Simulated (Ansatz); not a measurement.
Cost and result for the atomization energy of `C=COCCC` (16 atoms, 15 bonds).

```xyz
16

C    -1.1357    1.0820    2.3246
C     0.1502    0.7594    2.2154
O     0.7880    0.2391    1.1542
C     0.0111   -0.0030   -0.0013
C     0.9046   -0.5813   -1.0708
C     0.1365   -0.8711   -2.3484
H    -1.8543    0.9549    1.5268
H    -1.4887    1.4944    3.2593
H     0.8441    0.9007    3.0376
H    -0.4453    0.9372   -0.3397
H    -0.8043   -0.6971    0.2440
H     1.3653   -1.4965   -0.6874
H     1.7191    0.1222   -1.2672
H     0.7921   -1.2880   -3.1148
H    -0.3140    0.0375   -2.7573
H    -0.6685   -1.5904   -2.1748
```

The species carries charge 0 and has multiplicity 1. The structure was optimised at the PBE0-D4/def2-TZVP level. It is one conformer, not always the lowest. Program: Ansatz. All runs use 2 threads of an AMD EPYC 7R13 on a shared host and a share of an NVIDIA H100 80 GB. Times are those of one run each, without the atoms' runs, and a repeat can differ threefold. Electronic energies, without spin–orbit coupling; frozen cores. CCSD(T)/CBS adds CCSD(T) − MP2 in def2-TZVPP to the MP2 limit, and its time is that of the two runs behind it. T1 = 0.011. B3LYP takes the VWN-RPA correlation (the form of Gaussian; ORCA's B3LYP/G).

CCSD(T)/CBS is a level of theory with its own doubt, some kJ/mol a heavy atom from the limit and from the frozen cores, so smaller differences don't rank the functionals.

| level | functions | wall time | atomization (kJ/mol) | difference from CCSD(T)/CBS | per bond |
| --- | --- | --- | --- | --- | --- |
| B3LYP-D4/def2-TZVPP (with forces) | 326 | 5 s | 6471.5 | 11.9 | 0.8 |
| r2SCAN-D4/def2-TZVPP (with forces) | 326 | 7 s | 6483.7 | 24.1 | 1.6 |
| PBE0-D4/def2-TZVPP | 326 | 7 s | 6508.5 | 48.9 | 3.3 |
| ωB97M-V/def2-TZVPP (with forces) | 326 | 8 s | 6480.7 | 21.1 | 1.4 |
| B2PLYP/def2-TZVPP | 326 | 9 s | 6407.7 | -51.9 | -3.5 |
| MP2/def2-QZVPP | 642 | 9 s | 6485.8 | 26.2 | 1.8 |
| ωB97X-V/def2-TZVPP | 326 | 9.5 s | 6467.9 | 8.3 | 0.6 |
| PBE-D4/def2-TZVPP (with forces) | 326 | 10 s | 6615.1 | 155.5 | 10.4 |
| CCSD(T)/def2-TZVPP | 326 | 24 s | 6316.0 | -143.6 | -9.6 |
| CCSD(T)/CBS(def2) | – | 33 s | 6459.6 | 0.0 | 0.0 |

From PBE to PBE0 (25 % exact exchange), in def2-TZVPP and without D4, the atomization energy moves by −102.2 kJ/mol: exact exchange takes away binding that semilocal exchange gives to molecules. The D4 term adds +43.7 kJ/mol with B3LYP and +23.2 kJ/mol with PBE0; it sums over pairs of atoms, weighted by their polarisabilities, and B3LYP, whose exchange is more repulsive, gets the larger term. In def2-TZVPP, CCSD(T) changes the Hartree–Fock value by +1524.7 kJ/mol (the triples alone add +88.5 kJ/mol) and MP2 by +1610.1 kJ/mol; breaking electron pairs costs correlation energy, which Hartree–Fock lacks.
